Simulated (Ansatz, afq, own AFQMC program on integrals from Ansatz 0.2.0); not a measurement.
# SiO⁺, quartet: AFQMC among the cluster methods

```yaml
atoms:
  - { symbol: Si, position_ang: [0.0000, 0.0000, 0.0000] }
  - { symbol: O, position_ang: [0.0000, 0.0000, 1.7235] }
```

Basis 6-31G. Noble-gas cores (and the filled d shells of Ga–Kr and In–Xe) are frozen. AFQMC by an in-house program on the Cholesky factors that Ansatz 0.2.0 writes for its CCSD(T) run. The CISD trial takes its coefficients from CCSD amplitudes. Released means that phaseless walkers are propagated on without the constraint, phases kept. ± is one standard error of the sampling.

Determinant: UHF, the one that the program's search chose, which needn't be the lowest solution. The geometry is a PBE0/def2-TZVP stationary point of this or a neighbouring charge and spin state.

Full CI on the same integrals is exact in this basis and with this determinant's frozen core.

Cautions: another spin lies lower (by 3.15 eV); the CCSDT(Q) amplitudes may be one of several solutions (largest double 0.76); the CCSDTQ amplitudes may be one of several solutions (largest double 0.83); the released energy hasn't reached full CI (211 meV above it at 2.40 1/Eh), so no released level is given (meV from the phaseless value at times in 1/Eh: -18 ± 12 at 0.24, -24 ± 15 at 0.51, -30 ± 12 at 0.99, -43 ± 13 at 1.62, -45 ± 14 at 2.40); the determinant fills πx and πy unequally, so it mixes two states of the linear molecule, and each level undoes that mixture to a different degree, while full CI gives the lower state.

The T1 diagnostic is 0.0397 and the weight of the determinant in the CISD state is 0.885. The ⟨S²⟩ of the determinant is 3.796 and the size of the correlated space is 9 electrons in 16 orbitals.

Reference: full CI, correlation energy -3.620 eV. The cautions show a poor starting determinant, so the rows tell how each method copes with it here, and full CI is the sure value.

```
        level  E − E(reference) (kJ/mol)  share of correlation (%)
           HF                      349.3                      0.00
          MP2                       94.2                     73.04
         CCSD                       35.6                     89.80
      CCSD(T)                       25.0                     92.84
        CCSDT                        3.9                     98.89
     CCSDT(Q)                       -1.1                    100.30
       CCSDTQ                        0.4                     99.90
  ph-AFQMC/HF                 42.3 ± 2.7                     87.90
ph-AFQMC/CISD                 24.7 ± 0.9                     92.94
```

CCSDT and higher add their correlation energy to the determinant of the CCSD(T) run, since their own runs factorise the integrals more tightly (a shift of under 2 meV).
